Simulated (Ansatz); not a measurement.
**Relative stability**

Two relaxed structures of CH₅OSi (charge +1), closed shell (PBE0-D4/def2-TZVP; forces vanish, vibrations not checked).

A:

```
8
angstrom
O 0.3065 -0.8455 1.1375
C -0.0656 1.1392 -0.9638
Si -0.5682 -0.3361 -0.3610
H -1.4878 -1.4548 -0.5734
H -0.5735 1.5401 -1.8359
H 0.9298 -0.2564 1.5927
H 0.3945 -1.7635 1.4393
H 0.7257 1.7493 -0.5449
```

B:

```xyz
8
angstrom
O -1.4051 0.1171 -1.3826
C 0.6290 -0.2566 0.7998
Si -0.1106 0.5867 -0.6205
H -1.9651 -0.6494 -1.2147
H 0.4265 1.8143 -1.2174
H 0.6608 0.4427 1.6454
H 1.6702 -0.5059 0.5579
H 0.0916 -1.1603 1.0903
```

Program: Ansatz 0.2.0. Basis: def2-TZVPP. Cores are frozen in the correlated methods. B3LYP uses VWN-RPA correlation.

Q: Which structure is lower at CCSD(T), and by how much? (To be estimated.)

A: Computed: B, by 52.61 kcal/mol (electronic energy, against the other). By their contacts, A is CH₅OSi ([CH2][SiH][OH2]), total charge +1 and B is CH₅OSi ([CH3][SiH][OH]), total charge +1.

All methods give the same order:

```csv
method,E(B) − E(A) (kcal/mol)
PBE-D4,-51.59
r2SCAN-D4,-53.90
PBE0-D4,-53.94
B3LYP-D4,-53.80
wB97M-V,-54.43
HF,-60.30
MP2,-54.97
CCSD,-54.07
CCSD(T),-52.61
```

The T1 diagnostic stays at or below 0.014. The restricted Hartree–Fock reference is unstable towards an unrestricted one at one or more of these structures.

Labels in which every atom is bracketed show which atoms are joined, not bond orders.

For scale, one of the runs: CCSD(T)/def2-TZVPP, 174 basis functions, launched by `ansatz run in.yaml --threads 2 --pin off --events-out ev --progress --plain --max-ram 4352MiB`. The run took 8.5 s on 2 CPU threads of an AMD EPYC 9R45 (shared host), with 1.5 GiB of host memory at its peak.
